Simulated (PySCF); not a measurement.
**Name the molecule from its bond curve**

A diatomic of charge +1 contains Si. Its triplet curve at PBE0 in a double-zeta basis (no relativity, PySCF), in eV from the separated fragments:

```
R (Å)  E (eV)
2.801  -0.396
2.931  -0.472
3.062  -0.513
3.159  -0.528
3.257  -0.531
3.355  -0.527
3.485  -0.511
3.648  -0.482
3.843  -0.437
4.104  -0.373
```

The fit gives ωe = 138 cm⁻¹ and the rotational constant Bₑ = 0.1266 cm⁻¹.

Q: Which atom is the partner?

A: The minimum lies at 3.248 Å, so the reduced mass is 16.8576 u Å² cm⁻¹/(Bₑ·Re²) = 12.62 u. With Si at 27.98 u the partner weighs about 23.0 u: Na. The molecule is NaSi⁺.

3-21G is very small, so such numbers show the basis as much as the molecule. The state was picked by a PBE0 search and need not be the measured ground state.
